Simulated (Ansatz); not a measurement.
Run this with Ansatz 0.2.0, Python API and show what comes out.

`composite_ch4clsi.py`
```python
"""Relax CH4ClSi(-) cheaply, then refine its energy."""

import ansatz
from ase import Atoms
import numpy as np


def main() -> None:
    atoms = Atoms(["C", "Si", "Cl", "H", "H", "H", "H"], positions=[
        [-0.8259, -0.0514, -0.072],
        [0.8598, 0.4999, 0.4325],
        [2.0004, -1.1471, 0.8701],
        [-1.4562, 0.8028, -0.3378],
        [-1.3267, -0.5929, 0.7366],
        [-0.785, -0.715, -0.9414],
        [1.5337, 1.2038, -0.688],
    ])
    ch4clsi = ansatz.Crystal.molecule_from_ase(atoms)

    calculation = (
        ch4clsi.calculation()
        .basis(gaussian="def2-SVP")
        .functional("PBE0")
        .charge(-1)
    )
    symbols = [site.symbol for site in ch4clsi.cartesian_sites]
    start = np.array([site.position_ang for site in ch4clsi.cartesian_sites], dtype=float)
    rep = calculation.relax(force_tolerance=0.01, max_steps=100).run(threads=1, pin="off").report
    end = np.array(rep["positions_ang"])
    print("final positions (A) and the move of each atom")
    for symbol, xyz, old in zip(symbols, end, start):
        print(f"{symbol:2s} {xyz[0]:10.5f} {xyz[1]:10.5f} {xyz[2]:10.5f}   {np.linalg.norm(xyz - old):7.4f}")

    minimum = ansatz.Crystal.molecule()
    for symbol, place in zip(symbols, end):
        minimum = minimum.atom(symbol, place.tolist())
    at_minimum = minimum.calculation().charge(-1)
    # MP2 extrapolated to the basis limit, plus the small-basis difference CCSD(T) - MP2
    level = lambda method, basis: at_minimum.basis(gaussian=basis).correlation(method).run(threads=1, pin="off").report
    small, large, cluster = level("mp2", "cc-pVDZ"), level("mp2", "cc-pVTZ"), level("ccsd_t", "cc-pVDZ")
    corr = lambda each: (each["free_energy_ev"] - each["reference_energy_ev"]) / 27.211386246
    mp2_limit = (27 * corr(large) - 8 * corr(small)) / 19
    pieces = {"HF / cc-pVTZ": large["reference_energy_ev"] / 27.211386246, "MP2 correlation, DZ-TZ limit": mp2_limit, "CCSD(T) - MP2 / cc-pVDZ": corr(cluster) - corr(small)}
    for name, value in pieces.items():
        print(f"{name:32s} {value:14.6f} Ha")
    print(f"{'sum':32s} {sum(pieces.values()):14.6f} Ha")
    print("T1 diagnostic", round(cluster["correlation"]["coupled_cluster"]["t1_diagnostic"], 4))


if __name__ == "__main__":
    main()
```

Output of `python composite_ch4clsi.py`:
```text
final positions (A) and the move of each atom
C    -0.80242   -0.03963   -0.06095    0.0285
Si    0.86500    0.70631    0.65056    0.3003
Cl    1.98117   -1.25387    0.74130    0.1684
H    -1.44864    0.78579   -0.41757    0.0819
H    -1.36245   -0.57089    0.72909    0.0426
H    -0.65000   -0.74442   -0.89685    0.1452
H     1.41743    1.11681   -0.74558    0.1562
HF / cc-pVTZ                        -788.714825 Ha
MP2 correlation, DZ-TZ limit          -0.552207 Ha
CCSD(T) - MP2 / cc-pVDZ               -0.057195 Ha
sum                                 -789.324228 Ha
T1 diagnostic 0.0096
```

Total energies depend on the basis set; only differences at equal settings carry meaning. The sum leaves out core correlation, relativity, the Hartree-Fock basis error and zero-point energy; a DZ-TZ extrapolation is rough. Inner cores stay frozen, so this is valence correlation. For Al to Cl the sets with a tight d function, cc-pV(X+d)Z, are usual. An extrapolation from small basis sets is rough. Anions want diffuse functions, which this basis lacks. It ran for 33 s on 1 thread of Arm Neoverse V1 (shared host), peak memory 0.32 GiB.
